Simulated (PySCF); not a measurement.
Cartesian coordinates in Å; atom numbers follow the order of the lines, from 1:
```xyz
5

O     0.9550   -0.1876    0.3989
P    -0.3945    0.1346   -0.5303
H     1.7253   -0.1846   -0.1783
H    -1.0064    1.1296    0.2993
H    -1.2621   -0.8864   -0.0238
```

Geometry: PBE0-D3(BJ)/def2-SVP; GIAO absolute shieldings from PySCF 2.14.0 with density-fitted response routines, gas phase, non-relativistic, averaged over equivalent atoms.

At PBE0/pcSseg-1 (56 basis functions, 3.3 s wall time on 1 thread of an Arm Neoverse N1, shared host):
| atoms | σ (ppm) |
| --- | --- |
| O1 | 362.4 |
| P2 | 290.2 |
| H4/H5 | 24.75 |
| H3 | 31.55 |

Q: What do these become at B97-2/pcSseg-2?

A: 
```
atoms  σ at B97-2/pcSseg-2  change
   O1                342.6   -19.8
   P2                275.9   -14.3
H4/H5                24.86   +0.11
   H3                31.17   -0.38
```

The largest change is at O1 (oxygen bonded to P, H). Cost: 121 basis functions, 4.8 s wall time on 1 thread of an Arm Neoverse N1, shared host.
